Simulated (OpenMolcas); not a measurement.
**SiH2S (SMILES [SiH]S): levels of theory compared**

Aim: a comparison of 6 runs (HF/STO-3G, M06-2X/STO-3G, UB3LYP/STO-3G, UPBE/STO-3G, r2SCAN/STO-3G, CISD/STO-3G) of SiH2S. 

The results are computed with OpenMolcas 26.06.

2 further runs of the same task are left out: 1 that didn't finish, 1 set aside as unsound or not needed.

**1. The structure to begin with**

SiH2S: 4 atoms, total charge 0, spin state singlet. As SMILES, `[SiH]S`. The Si1–H3 distance was set to 3.813 Å, away from the relaxed value. At this shape a bond of the SMILES string is far longer than usual.

Bond lengths: Si1–S2 2.115 Å, S2–H4 1.346 Å. Angles: Si1–S2–H4 97.5°.

**2. A single-point energy at HF/STO-3G (run 1)**

File calc.inp:

```
&GATEWAY
BasLib=$CurrDir
Coord
4
angstrom
Si      -2.183261      -0.899799      -1.069357
S       -1.729961       1.133401      -1.437057
H        1.017500      -1.190800       0.981400
H       -2.810161       1.420601      -2.186657
Basis=STO-3G
Group=NoSym
&SEWARD
&SCF
Thresholds=1e-10 1e-07 1e-07 1e-05
PrOrbitals=1 1
```

The basis set STO-3G is read from a file made from the Basis Set Exchange's data (not shown).

Run with:

```sh
export MOLCAS_MEM=1860
pymolcas calc.inp > calc.log
```

Standard output:

```text
--- Start Module: gateway ---
[...]
--- Stop Module: gateway /rc=_RC_ALL_IS_WELL_ ---
--- Start Module: seward ---
[...]
      Basis functions           20
--- Stop Module: seward /rc=_RC_ALL_IS_WELL_ ---
--- Start Module: scf ---
[...]
       Convergence after  16 Iterations
[...]
::    Total SCF energy                               -679.5590079116
[...]
      Total spin, S                                     0.0000000000
[...]
      Total electronic charge=   32.000000
      Total            charge=   -0.000000
[...]
      Dipole Moment (debye):
      Origin of the operator (angstrom)=   -1.9075    0.1823   -1.2439
                   X= -5.3853E+00               Y=  2.1451E-01               Z= -3.3620E+00           Total=  6.3522E+00
      Quadrupole Moment (debye*angstrom):
[...]
--- Stop Module: scf /rc=_RC_ALL_IS_WELL_ ---
[...]
```

Wall time 1.7 s (1 thread of Arm Neoverse V1, shared host); peak memory 0.37 GiB.

**3. The energy at M06-2X/STO-3G (run 2)**

File calc.input:

```
&GATEWAY
BasLib
$CurrDir
Coord
4
angstrom
Si      -2.183261      -0.899799      -1.069357
S       -1.729961       1.133401      -1.437057
H        1.017500      -1.190800       0.981400
H       -2.810161       1.420601      -2.186657
Basis
STO-3G
Group
NoSym
&SEWARD
GridInput
Grid=UltraFine
End of Grid
&SCF
KSDFT
M062X
Thresholds
1e-10 1e-07 1e-07 1e-05
PrOrbitals
1 1
```

The basis set STO-3G is read from a file made from the Basis Set Exchange's data (not shown).

Run with:

```sh
export MOLCAS_MEM=1860
pymolcas calc.input > calc.log
```

Standard output:

```text
--- Start Module: gateway ---
[...]
--- Stop Module: gateway /rc=_RC_ALL_IS_WELL_ ---
--- Start Module: seward ---
[...]
      Basis functions           20
--- Stop Module: seward /rc=_RC_ALL_IS_WELL_ ---
--- Start Module: scf ---
[...]
       Convergence after  42 Iterations
[...]
::    Total KS-DFT energy                            -680.8118366554
[...]
      Total spin, S                                     0.0000000000
[...]
      Total electronic charge=   32.000000
      Total            charge=   -0.000000
[...]
      Dipole Moment (debye):
      Origin of the operator (angstrom)=   -1.9075    0.1823   -1.2439
                   X= -4.1857E+00               Y=  3.7952E-01               Z= -2.6803E+00           Total=  4.9848E+00
      Quadrupole Moment (debye*angstrom):
[...]
--- Stop Module: scf /rc=_RC_ALL_IS_WELL_ ---
[...]
```

It took 12 s on 1 thread of Arm Neoverse V1, shared host; peak memory 0.37 GiB.

Runs 3 to 5 aren't shown in full; the table further down has their settings and results.

**4. A single-point energy at CISD/STO-3G (run 6)**

File calc.input:

```
&gateway
 baslib = $CurrDir
 coord
 4
 angstrom
 Si      -2.183261      -0.899799      -1.069357
 S       -1.729961       1.133401      -1.437057
 H        1.017500      -1.190800       0.981400
 H       -2.810161       1.420601      -2.186657
 basis = STO-3G
 group = NoSym

&seward

&scf
 thresholds = 1e-10 1e-07 1e-07 1e-05
 prorbitals = 1 1

&motra
 frozen = 10

&guga
 electrons = 12
 spin = 1
 inactive = 6
 active = 0
 ciall = 1

&cpf
 sdci
```

The basis set STO-3G is read from a file made from the Basis Set Exchange's data (not shown).

Run with:

```sh
export MOLCAS_MEM=1860
pymolcas calc.input > calc.log
```

Standard output:

```text
--- Start Module: gateway ---
[...]
--- Stop Module: gateway /rc=_RC_ALL_IS_WELL_ ---
[...]
      Basis functions           20
[...]
       Convergence after  16 Iterations
[...]
::    Total SCF energy                               -679.5590079116
[...]
      Total spin, S                                     0.0000000000
[...]
      *** WARNING: Default frozen orbitals is overwritten by user input.
      *** Default values:   7
[...]
--- Start Module: guga ---
[...]
--- Stop Module: guga /rc=_RC_ALL_IS_WELL_ ---
--- Start Module: cpf ---
[...]
      Active orbitals                            0       0
[...]
      Spin quantum number                      0.0
[...]
     FINAL CI ENERGY          -679.78610278
     FINAL CORRELATION ENERGY   -0.22709487  REFERENCE ENERGY    -679.55900791
[...]
     REL. CI ENERGY           -679.78610278
[...]
      Total electronic charge=   32.000000
      Total            charge=   -0.000000
[...]
      Dipole Moment (debye):
      Origin of the operator (angstrom)=   -1.9075    0.1823   -1.2439
                   X= -9.1006E-01               Y= -3.9735E-01               Z= -4.2958E-01           Total=  1.0820E+00
      Quadrupole Moment (debye*angstrom):
[...]
--- Stop Module: cpf /rc=_RC_ALL_IS_WELL_ ---
[...]
```

It took 1.9 s on 1 thread of Arm Neoverse V1, shared host; peak memory 0.37 GiB.

**5. The series**

| run | level | integration grid | scramble | energy (Eh) | dipole moment (D) of the reference | HOMO energy (eV) | LUMO energy (eV) | wall time |
| --- | --- | --- | --- | --- | --- | --- | --- | --- |
| 1 | HF/STO-3G | – | – | -679.559008 | 6.35 | -1.55 | 2.84 | 1.7 s |
| 2 | M06-2X/STO-3G | UltraFine | – | -680.811837 | 4.98 | -1.37 | 1.15 | 12 s |
| 3 | UB3LYP/STO-3G | UltraFine | 0.25 | -680.893193 | 0.90 | -0.73 | 2.03 | 11 s |
| 4 | UPBE/STO-3G | UltraFine | 0.25 | -680.540600 | 0.74 | 0.46 | 1.30 | 11 s |
| 5 | r2SCAN/STO-3G | UltraFine | – | -680.766605 | 3.64 | -0.25 | 0.12 | 37 s |
| 6 | CISD/STO-3G | – | – | -679.786103 | 6.35 | -1.55 | 2.84 | 1.9 s |

**6. Results**

| quantity | value |
| --- | --- |
| run 6: total energy | -679.78610 Eh |
| run 6: dipole moment (mean-field density) | 6.35 D |
| run 6: HOMO energy (Hartree–Fock orbitals) | -1.55 eV |
| run 6: LUMO energy (Hartree–Fock orbitals) | 2.84 eV |
| run 6: HOMO–LUMO gap (Hartree–Fock orbitals) | 4.39 eV |
| run 6: correlation energy (10 core orbitals frozen) | -227.1 mEh |

What this shows: Over runs 1, 2, 3, 4, 5 the dipole moment (its size) runs from 0.74 D (UPBE/STO-3G) to 6.35 D (HF/STO-3G). So wide a spread suggests that the runs ended on unlike SCF solutions, not only an effect of the method. Over runs 1, 2, 3, 4, 5 the HOMO–LUMO gap runs from 0.38 eV (r2SCAN/STO-3G) to 4.39 eV (HF/STO-3G). Exact exchange widens orbital gaps. Totals of different functionals can't be ranked against each other. In runs 1, 2, 3, 4, 5, 6 the basis is minimal, so the values are rough. In runs 1, 2, 5, 6 a closed-shell determinant meets a far-stretched bond, which it describes badly. Spin contamination of the reference: run 4 ⟨S²⟩ = 1.00, run 3 ⟨S²⟩ = 0.99. Where it is this large, the reference is a mixture of spin states, and values that rest on it are in doubt. All runs together took 74 s, the longest 37 s.
